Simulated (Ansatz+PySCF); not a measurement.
**singlet C2H6: levels of theory in one basis**

```yaml
atoms:
  - { symbol: C, position_ang: [0.0000, 0.0000, -0.7596] }
  - { symbol: C, position_ang: [0.0000, 0.0000, 2.2787] }
  - { symbol: H, position_ang: [0.0000, -1.0240, -1.1651] }
  - { symbol: H, position_ang: [-0.8868, 0.5120, -1.1651] }
  - { symbol: H, position_ang: [0.8868, 0.5120, -1.1651] }
  - { symbol: H, position_ang: [0.0000, 1.0240, 2.6842] }
  - { symbol: H, position_ang: [-0.8868, -0.5120, 2.6842] }
  - { symbol: H, position_ang: [0.8868, -0.5120, 2.6842] }
```

Basis set: cc-pVDZ (spherical functions). Correlated methods keep 2 orbitals frozen. Charge 0, multiplicity 1.

Computed with Ansatz (development build ahead of 0.2.0); each method stands on the lowest determinant of its kind that the runs found. NEVPT2 correlates all electrons. Active spaces start from the frontier orbitals, and the lowest solution found is given.

```
        method  E − E(RHF) (eV)  <S²> of the determinant
           RHF             0.00                     0.00
           UHF            -2.52                     0.95
       UHF-MP2            -9.54                     0.95
      RHF-CCSD           -10.52                        –
      UHF-CCSD           -10.82                     0.95
   RHF-CCSD(T)           -11.19                        –
   UHF-CCSD(T)           -11.01                     0.95
   CASSCF(2,2)            -2.64                        –
SC-NEVPT2(2,2)            -9.94                        –
```

Task: What does RHF-MP2 give on the same scale?

Result: -9.11 eV.

Task: Is a single determinant a sound starting point here?

Result: It is doubtful. Unrestricted orbitals lower Hartree–Fock by 2.52 eV and <S²> is 0.95 where a pure state has 0.00, a sign of strong static correlation. The CASSCF(2,2) natural occupations are 1.48, 0.52.

Caution for RHF, RHF-MP2, RHF-CCSD, RHF-CCSD(T): an unrestricted determinant lies well below. Caution for UHF, UHF-MP2, UHF-CCSD, UHF-CCSD(T): the unrestricted determinant is a mixture of spin states; the determinant breaks the point group. Caution for RHF-MP2, RHF-CCSD, RHF-CCSD(T): large amplitudes, a single reference is doubtful. Caution for UHF-MP2, UHF-CCSD, UHF-CCSD(T): bonds are stretched, where a single reference can fail. Caution for RHF-CCSD, RHF-CCSD(T): the amplitudes may be one of several solutions. Caution for UHF-CCSD(T): another reference gives a lower total.
